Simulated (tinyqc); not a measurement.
Worked calculation (part 2 of 2): ROHF in the sto-3g basis, for NH, spin multiplicity 3. Computed by tinyqc, a small Python program that keeps every step (integrals from PySCF). Command: `OMP_NUM_THREADS=1 python tinyqc.py 26268 26269 out.jsonl` (the two numbers bound the seeds that draw the settings). One thread of a shared host (Intel(R) Xeon(R) Processor @ 2.60GHz), about 0.05 s of CPU time with the checks.

Geometry (angstrom):
```
atom         x         y         z
N     0.000000  0.000000  0.000000
H     0.000000  0.000000  1.587000
```

## Iteration 3: building the Fock matrix

D(alpha) after iteration 2, order 1N 1s, 1N 2s, 1N 2px, 1N 2py, 1N 2pz, 2H 1s:
$$\begin{pmatrix}
1.057505 & -0.244900 & 0.000000 & 0.000000 & 0.023193 & -0.006287 \\
-0.244900 & 1.045474 & 0.000000 & 0.000000 & -0.114445 & -0.000677 \\
0.000000 & 0.000000 & 1.000000 & 0.000000 & 0.000000 & 0.000000 \\
0.000000 & 0.000000 & 0.000000 & 1.000000 & 0.000000 & 0.000000 \\
0.023193 & -0.114445 & 0.000000 & 0.000000 & 0.624279 & 0.367689 \\
-0.006287 & -0.000677 & 0.000000 & 0.000000 & 0.367689 & 0.220927
\end{pmatrix}$$

D(beta) after iteration 2, order 1N 1s, 1N 2s, 1N 2px, 1N 2py, 1N 2pz, 2H 1s:
$$\begin{pmatrix}
1.057505 & -0.244900 & 0.000000 & 0.000000 & 0.023193 & -0.006287 \\
-0.244900 & 1.045474 & 0.000000 & 0.000000 & -0.114445 & -0.000677 \\
0.000000 & 0.000000 & 0.000000 & 0.000000 & 0.000000 & 0.000000 \\
0.000000 & 0.000000 & 0.000000 & 0.000000 & 0.000000 & 0.000000 \\
0.023193 & -0.114445 & 0.000000 & 0.000000 & 0.624279 & 0.367689 \\
-0.006287 & -0.000677 & 0.000000 & 0.000000 & 0.367689 & 0.220927
\end{pmatrix}$$

core Hamiltonian H = T + V (hartree), order 1N 1s, 1N 2s, 1N 2px, 1N 2py, 1N 2pz, 2H 1s:
$$\begin{pmatrix}
-24.528655 & -5.639735 & 0.000000 & 0.000000 & -0.006441 & -0.381047 \\
-5.639735 & -6.590602 & 0.000000 & 0.000000 & -0.081786 & -1.077846 \\
0.000000 & 0.000000 & -5.228855 & 0.000000 & 0.000000 & 0.000000 \\
0.000000 & 0.000000 & 0.000000 & -5.228855 & 0.000000 & 0.000000 \\
-0.006441 & -0.081786 & 0.000000 & 0.000000 & -5.271822 & -0.980059 \\
-0.381047 & -1.077846 & 0.000000 & 0.000000 & -0.980059 & -2.794236
\end{pmatrix}$$

Two-electron integrals (ij|kl) in chemists' order, unique and non-zero (hartree):
```
(11|11) 4.166630   (21|11) 0.640849   (21|21) 0.117461   (22|11) 0.969864
(22|21) 0.220936   (22|22) 0.708245   (31|31) 0.020960   (32|31) 0.032452
(32|32) 0.156449   (33|11) 0.967124   (33|21) 0.220977   (33|22) 0.708086
(33|33) 0.762805   (41|41) 0.020960   (42|41) 0.032452   (42|42) 0.156449
(43|43) 0.041119   (44|11) 0.967124   (44|21) 0.220977   (44|22) 0.708086
(44|33) 0.680568   (44|44) 0.762805   (51|51) 0.020960   (52|51) 0.032452
(52|52) 0.156449   (53|53) 0.041119   (54|54) 0.041119   (55|11) 0.967124
(55|21) 0.220977   (55|22) 0.708086   (55|33) 0.680568   (55|44) 0.680568
(55|55) 0.762805   (61|11) 0.043288   (61|21) 0.007879   (61|22) 0.014766
(61|33) 0.014737   (61|44) 0.014737   (61|51) 0.000378   (61|52) 0.000722
(61|55) 0.014827   (61|61) 0.000536   (62|11) 0.134492   (62|21) 0.031145
(62|22) 0.114429   (62|33) 0.111967   (62|44) 0.111967   (62|51) 0.002539
(62|52) 0.021676   (62|55) 0.119232   (62|61) 0.002146   (62|62) 0.026681
(63|31) 0.002784   (63|32) 0.017370   (63|53) 0.004074   (63|63) 0.003035
(64|41) 0.002784   (64|42) 0.017370   (64|54) 0.004074   (64|64) 0.003035
(65|11) 0.120644   (65|21) 0.028241   (65|22) 0.110507   (65|33) 0.105656
(65|44) 0.105656   (65|51) 0.004659   (65|52) 0.035853   (65|55) 0.120079
(65|61) 0.002003   (65|62) 0.030912   (65|65) 0.038312   (66|11) 0.332468
(66|21) 0.078109   (66|22) 0.329242   (66|33) 0.317265   (66|44) 0.317265
(66|51) 0.006275   (66|52) 0.076124   (66|55) 0.352873   (66|61) 0.005387
(66|62) 0.108859   (66|65) 0.141500   (66|66) 0.774606
```

nuclear repulsion = 2.33411498 hartree

J_ij = sum D_kl (ij|kl) with D = D(alpha) + D(beta), K_ij = sum D_kl (ik|jl) for each spin; F = H + J - K(s); E = tr D H + tr D J / 2 - 0.5 sum_s tr D(s) K(s) + E_nn.

Coulomb J (hartree), order 1N 1s, 1N 2s, 1N 2px, 1N 2py, 1N 2pz, 2H 1s:
$$\begin{pmatrix}
13.677268 & 2.495925 & 0.000000 & 0.000000 & -0.003303 & 0.167711 \\
2.495925 & 5.923330 & 0.000000 & 0.000000 & 0.017681 & 0.949759 \\
0.000000 & 0.000000 & 5.897583 & 0.000000 & 0.000000 & 0.000000 \\
0.000000 & 0.000000 & 0.000000 & 5.897583 & 0.000000 & 0.000000 \\
-0.003303 & 0.017681 & 0.000000 & 0.000000 & 5.954948 & 0.922554 \\
0.167711 & 0.949759 & 0.000000 & 0.000000 & 0.922554 & 2.905878
\end{pmatrix}$$

exchange K(alpha) (hartree), order 1N 1s, 1N 2s, 1N 2px, 1N 2py, 1N 2pz, 2H 1s:
$$\begin{pmatrix}
4.269994 & 0.728306 & 0.000000 & 0.000000 & 0.000740 & 0.053319 \\
0.728306 & 1.188308 & 0.000000 & 0.000000 & -0.029494 & 0.222046 \\
0.000000 & 0.000000 & 1.003035 & 0.000000 & 0.000000 & 0.000000 \\
0.000000 & 0.000000 & 0.000000 & 1.003035 & 0.000000 & 0.000000 \\
0.000740 & -0.029494 & 0.000000 & 0.000000 & 0.824935 & 0.263049 \\
0.053319 & 0.222046 & 0.000000 & 0.000000 & 0.263049 & 0.325388
\end{pmatrix}$$

exchange K(beta) (hartree), order 1N 1s, 1N 2s, 1N 2px, 1N 2py, 1N 2pz, 2H 1s:
$$\begin{pmatrix}
4.228073 & 0.663403 & 0.000000 & 0.000000 & 0.000740 & 0.047751 \\
0.663403 & 0.875409 & 0.000000 & 0.000000 & -0.029494 & 0.187307 \\
0.000000 & 0.000000 & 0.199112 & 0.000000 & 0.000000 & 0.000000 \\
0.000000 & 0.000000 & 0.000000 & 0.199112 & 0.000000 & 0.000000 \\
0.000740 & -0.029494 & 0.000000 & 0.000000 & 0.742698 & 0.254900 \\
0.047751 & 0.187307 & 0.000000 & 0.000000 & 0.254900 & 0.319317
\end{pmatrix}$$

F(alpha) (hartree), order 1N 1s, 1N 2s, 1N 2px, 1N 2py, 1N 2pz, 2H 1s:
$$\begin{pmatrix}
-15.121382 & -3.872116 & 0.000000 & 0.000000 & -0.010484 & -0.266655 \\
-3.872116 & -1.855580 & 0.000000 & 0.000000 & -0.034611 & -0.350133 \\
0.000000 & 0.000000 & -0.334307 & 0.000000 & 0.000000 & 0.000000 \\
0.000000 & 0.000000 & 0.000000 & -0.334307 & 0.000000 & 0.000000 \\
-0.010484 & -0.034611 & 0.000000 & 0.000000 & -0.141809 & -0.320554 \\
-0.266655 & -0.350133 & 0.000000 & 0.000000 & -0.320554 & -0.213746
\end{pmatrix}$$

F(beta) (hartree), order 1N 1s, 1N 2s, 1N 2px, 1N 2py, 1N 2pz, 2H 1s:
$$\begin{pmatrix}
-15.079461 & -3.807213 & 0.000000 & 0.000000 & -0.010484 & -0.261087 \\
-3.807213 & -1.542681 & 0.000000 & 0.000000 & -0.034611 & -0.315394 \\
0.000000 & 0.000000 & 0.469616 & 0.000000 & 0.000000 & 0.000000 \\
0.000000 & 0.000000 & 0.000000 & 0.469616 & 0.000000 & 0.000000 \\
-0.010484 & -0.034611 & 0.000000 & 0.000000 & -0.059572 & -0.312405 \\
-0.261087 & -0.315394 & 0.000000 & 0.000000 & -0.312405 & -0.207676
\end{pmatrix}$$

total energy of this density = -54.09606650 hartree

## Iteration 3: Roothaan effective Fock matrix

overlap S, order 1N 1s, 1N 2s, 1N 2px, 1N 2py, 1N 2pz, 2H 1s:
$$\begin{pmatrix}
1.000000 & 0.235038 & 0.000000 & 0.000000 & 0.000000 & 0.015726 \\
0.235038 & 1.000000 & 0.000000 & 0.000000 & 0.000000 & 0.211670 \\
0.000000 & 0.000000 & 1.000000 & 0.000000 & 0.000000 & 0.000000 \\
0.000000 & 0.000000 & 0.000000 & 1.000000 & 0.000000 & 0.000000 \\
0.000000 & 0.000000 & 0.000000 & 0.000000 & 1.000000 & 0.227667 \\
0.015726 & 0.211670 & 0.000000 & 0.000000 & 0.227667 & 1.000000
\end{pmatrix}$$

With projectors Pc = D(beta) S, Po = (D(alpha) - D(beta)) S, Pv = 1 - D(alpha) S, the block xy is Px^T F Py; with Fc = (F(alpha) + F(beta))/2, the blocks are Fc for cc, oo, vv and cv, F(beta) for co and F(alpha) for ov.

effective F (hartree), order 1N 1s, 1N 2s, 1N 2px, 1N 2py, 1N 2pz, 2H 1s:
$$\begin{pmatrix}
-15.100422 & -3.839664 & 0.000000 & 0.000000 & -0.010484 & -0.263871 \\
-3.839664 & -1.699130 & 0.000000 & 0.000000 & -0.034611 & -0.332764 \\
0.000000 & 0.000000 & 0.067654 & 0.000000 & 0.000000 & 0.000000 \\
0.000000 & 0.000000 & 0.000000 & 0.067654 & 0.000000 & 0.000000 \\
-0.010484 & -0.034611 & 0.000000 & 0.000000 & -0.100691 & -0.316479 \\
-0.263871 & -0.332764 & 0.000000 & 0.000000 & -0.316479 & -0.210711
\end{pmatrix}$$

## Iteration 3: DIIS over 3 matrices

error matrix X^T (FDS - SDF) X:
$$\begin{pmatrix}
0.000000 & 0.002460 & 0.000000 & 0.000000 & 0.008395 & -0.022237 \\
-0.002460 & 0.000000 & 0.000000 & 0.000000 & 0.006760 & 0.060345 \\
0.000000 & 0.000000 & 0.000000 & 0.000000 & 0.000000 & 0.000000 \\
0.000000 & 0.000000 & 0.000000 & 0.000000 & 0.000000 & 0.000000 \\
-0.008395 & -0.006760 & 0.000000 & 0.000000 & 0.000000 & 0.267030 \\
0.022237 & -0.060345 & 0.000000 & 0.000000 & -0.267030 & 0.000000
\end{pmatrix}$$

B (overlaps of the stored error matrices):
$$\begin{pmatrix}
3.1817508e-01 & -1.1701695e-01 & 2.0473816e-01 \\
-1.1701695e-01 & 1.1280477e-01 & -1.0682730e-01 \\
2.0473816e-01 & -1.0682730e-01 & 1.5112636e-01
\end{pmatrix}$$

Minimise |sum c_i e_i|^2 with sum c_i = 1: solve [B -1; -1 0][c; lambda] = [0; -1] with B_ij = tr e_i^T e_j, and take F = sum c_i F_i.

DIIS coefficients: [-0.373308, 0.490249, 0.883058]

extrapolated F (hartree), order 1N 1s, 1N 2s, 1N 2px, 1N 2py, 1N 2pz, 2H 1s:
$$\begin{pmatrix}
-15.581133 & -3.937267 & 0.000000 & 0.000000 & -0.005313 & -0.270454 \\
-3.937267 & -1.936463 & 0.000000 & 0.000000 & 0.021902 & -0.356000 \\
0.000000 & 0.000000 & -0.197836 & -0.001557 & 0.000000 & 0.000000 \\
0.000000 & 0.000000 & -0.001557 & -0.061285 & 0.000000 & 0.000000 \\
-0.005313 & 0.021902 & 0.000000 & 0.000000 & -0.256275 & -0.325886 \\
-0.270454 & -0.356000 & 0.000000 & 0.000000 & -0.325886 & -0.174851
\end{pmatrix}$$

## Iteration 3: diagonalisation and new density

X, order 1N 1s, 1N 2s, 1N 2px, 1N 2py, 1N 2pz, 2H 1s:
$$\begin{pmatrix}
1.021928 & -0.124164 & 0.000000 & 0.000000 & -0.002504 & 0.012267 \\
-0.124164 & 1.040698 & 0.000000 & 0.000000 & 0.020002 & -0.115412 \\
0.000000 & 0.000000 & 1.000000 & 0.000000 & 0.000000 & 0.000000 \\
0.000000 & 0.000000 & 0.000000 & 1.000000 & 0.000000 & 0.000000 \\
-0.002504 & 0.020002 & 0.000000 & 0.000000 & 1.020942 & -0.121353 \\
0.012267 & -0.115412 & 0.000000 & 0.000000 & -0.121353 & 1.039365
\end{pmatrix}$$

Diagonalise F' = X^T F X, C = X C', fill 5 alpha and 3 beta electrons from the bottom; D(s) = C_occ C_occ^T. Each column has its largest component positive (the first on a tie).

F' = X^T F X (hartree):
$$\begin{pmatrix}
-15.308305 & -1.998272 & 0.000000 & 0.000000 & -0.020506 & 0.006450 \\
-1.998272 & -1.242200 & 0.000000 & 0.000000 & 0.071974 & -0.197538 \\
0.000000 & 0.000000 & -0.197836 & -0.001557 & 0.000000 & 0.000000 \\
0.000000 & 0.000000 & -0.001557 & -0.061285 & 0.000000 & 0.000000 \\
-0.020506 & 0.071974 & 0.000000 & 0.000000 & -0.186938 & -0.307940 \\
0.006450 & -0.197538 & 0.000000 & 0.000000 & -0.307940 & -0.048303
\end{pmatrix}$$

orbital energies (hartree): MO1 -15.586712, MO2 -1.004392, MO3 -0.426236, MO4 -0.197854, MO5 -0.061268, MO6 0.231594

coefficients C, order 1N 1s, 1N 2s, 1N 2px, 1N 2py, 1N 2pz, 2H 1s:
$$\begin{pmatrix}
0.995033 & -0.256605 & 0.032227 & 0.000000 & 0.000000 & 0.054182 \\
0.020486 & 1.004265 & -0.164940 & 0.000000 & 0.000000 & -0.275709 \\
0.000000 & 0.000000 & 0.000000 & 0.999935 & -0.011403 & 0.000000 \\
0.000000 & 0.000000 & 0.000000 & 0.011403 & 0.999935 & 0.000000 \\
0.000831 & -0.019192 & 0.739844 & 0.000000 & 0.000000 & -0.713944 \\
-0.002450 & 0.092580 & 0.532939 & 0.000000 & 0.000000 & 0.903259
\end{pmatrix}$$

D(alpha) after iteration 3, order 1N 1s, 1N 2s, 1N 2px, 1N 2py, 1N 2pz, 2H 1s:
$$\begin{pmatrix}
1.056975 & -0.242631 & 0.000000 & 0.000000 & 0.029594 & -0.009019 \\
-0.242631 & 1.036174 & 0.000000 & 0.000000 & -0.141287 & 0.005022 \\
0.000000 & 0.000000 & 1.000000 & 0.000000 & 0.000000 & 0.000000 \\
0.000000 & 0.000000 & 0.000000 & 1.000000 & 0.000000 & 0.000000 \\
0.029594 & -0.141287 & 0.000000 & 0.000000 & 0.547739 & 0.392513 \\
-0.009019 & 0.005022 & 0.000000 & 0.000000 & 0.392513 & 0.292601
\end{pmatrix}$$

D(beta) after iteration 3, order 1N 1s, 1N 2s, 1N 2px, 1N 2py, 1N 2pz, 2H 1s:
$$\begin{pmatrix}
1.056975 & -0.242631 & 0.000000 & 0.000000 & 0.029594 & -0.009019 \\
-0.242631 & 1.036174 & 0.000000 & 0.000000 & -0.141287 & 0.005022 \\
0.000000 & 0.000000 & 0.000000 & 0.000000 & 0.000000 & 0.000000 \\
0.000000 & 0.000000 & 0.000000 & 0.000000 & 0.000000 & 0.000000 \\
0.029594 & -0.141287 & 0.000000 & 0.000000 & 0.547739 & 0.392513 \\
-0.009019 & 0.005022 & 0.000000 & 0.000000 & 0.392513 & 0.292601
\end{pmatrix}$$

## Iteration 9 (converged): orbitals

converged F (hartree), order 1N 1s, 1N 2s, 1N 2px, 1N 2py, 1N 2pz, 2H 1s:
$$\begin{pmatrix}
-15.349545 & -3.890333 & 0.000000 & 0.000000 & -0.011359 & -0.267075 \\
-3.890333 & -1.819952 & 0.000000 & 0.000000 & -0.003882 & -0.342415 \\
0.000000 & 0.000000 & -0.068869 & 0.000000 & 0.000000 & 0.000000 \\
0.000000 & 0.000000 & 0.000000 & -0.068869 & 0.000000 & 0.000000 \\
-0.011359 & -0.003882 & 0.000000 & 0.000000 & -0.125001 & -0.323589 \\
-0.267075 & -0.342415 & 0.000000 & 0.000000 & -0.323589 & -0.196266
\end{pmatrix}$$

As before.

F' = X^T F X (hartree):
$$\begin{pmatrix}
-15.076508 & -1.992079 & 0.000000 & 0.000000 & -0.023938 & 0.007345 \\
-1.992079 & -1.129024 & 0.000000 & 0.000000 & 0.048003 & -0.190625 \\
0.000000 & 0.000000 & -0.068869 & 0.000000 & 0.000000 & 0.000000 \\
0.000000 & 0.000000 & 0.000000 & -0.068869 & 0.000000 & 0.000000 \\
-0.023938 & 0.048003 & 0.000000 & 0.000000 & -0.052035 & -0.315800 \\
0.007345 & -0.190625 & 0.000000 & 0.000000 & -0.315800 & -0.072507
\end{pmatrix}$$

orbital energies (hartree): MO1 -15.355496, MO2 -0.894574, MO3 -0.359209, MO4 -0.068869, MO5 -0.068869, MO6 0.279205

coefficients C, order 1N 1s, 1N 2s, 1N 2px, 1N 2py, 1N 2pz, 2H 1s:
$$\begin{pmatrix}
0.994844 & -0.254632 & 0.053588 & 0.000000 & 0.000000 & 0.049866 \\
0.021242 & 0.991257 & -0.256306 & 0.000000 & 0.000000 & -0.251902 \\
0.000000 & 0.000000 & 0.000000 & 0.990375 & -0.138409 & 0.000000 \\
0.000000 & 0.000000 & 0.000000 & 0.138409 & 0.990375 & 0.000000 \\
0.001303 & 0.021293 & 0.649211 & 0.000000 & 0.000000 & -0.797198 \\
-0.002668 & 0.128671 & 0.630401 & 0.000000 & 0.000000 & 0.833372
\end{pmatrix}$$

D(alpha) after iteration 9, order 1N 1s, 1N 2s, 1N 2px, 1N 2py, 1N 2pz, 2H 1s:
$$\begin{pmatrix}
1.057424 & -0.245008 & 0.000000 & 0.000000 & 0.030664 & -0.001636 \\
-0.245008 & 1.048734 & 0.000000 & 0.000000 & -0.145262 & -0.034087 \\
0.000000 & 0.000000 & 1.000000 & 0.000000 & 0.000000 & 0.000000 \\
0.000000 & 0.000000 & 0.000000 & 1.000000 & 0.000000 & 0.000000 \\
0.030664 & -0.145262 & 0.000000 & 0.000000 & 0.421930 & 0.411999 \\
-0.001636 & -0.034087 & 0.000000 & 0.000000 & 0.411999 & 0.413969
\end{pmatrix}$$

D(beta) after iteration 9, order 1N 1s, 1N 2s, 1N 2px, 1N 2py, 1N 2pz, 2H 1s:
$$\begin{pmatrix}
1.057424 & -0.245008 & 0.000000 & 0.000000 & 0.030664 & -0.001636 \\
-0.245008 & 1.048734 & 0.000000 & 0.000000 & -0.145262 & -0.034087 \\
0.000000 & 0.000000 & 0.000000 & 0.000000 & 0.000000 & 0.000000 \\
0.000000 & 0.000000 & 0.000000 & 0.000000 & 0.000000 & 0.000000 \\
0.030664 & -0.145262 & 0.000000 & 0.000000 & 0.421930 & 0.411999 \\
-0.001636 & -0.034087 & 0.000000 & 0.000000 & 0.411999 & 0.413969
\end{pmatrix}$$

Within a degenerate level the vectors are fixed only up to a rotation; this is one choice.

## Convergence

Stop when the energy changes by less than 1e-08 hartree and every element of the error matrix X^T (F D S - S D F) X is below 3e-05.

Course of the cycle:
```
iteration   E (hartree)     change  largest element of the error matrix
1          -53.61421400          -                             3.29e-01
2          -53.82516529  -2.11e-01                             2.10e-01
3          -54.09606650  -2.71e-01                             2.67e-01
4          -54.13048597  -3.44e-02                             1.66e-01
5          -54.14359735  -1.31e-02                             9.99e-02
6          -54.14941777  -5.82e-03                             4.42e-02
7          -54.15081271  -1.39e-03                             8.64e-05
8          -54.15081272  -1.22e-08                             4.58e-06
9          -54.15081272  -2.73e-11                             2.86e-09
```

PySCF ROHF in the same basis = -54.15081272 hartree

Converged in 9 iterations.

## Populations, bond orders and dipole

Mulliken: Z minus the diagonal of D S on the atom; Loewdin: the same with S^(1/2) D S^(1/2); Mayer order: 2 sum_s sum (D(s) S)_ij (D(s) S)_ji over the two atoms.

Charges (e):
```
atom   Mulliken    Loewdin  Mulliken spin
1N     0.001053   0.008602       2.000000
2H    -0.001053  -0.008602       0.000000
```

Mayer bond orders:
```
pair     order
2-1   0.999999
```

dipole moment about the origin, x y z (debye): [0.000000, 0.000000, 0.588503]
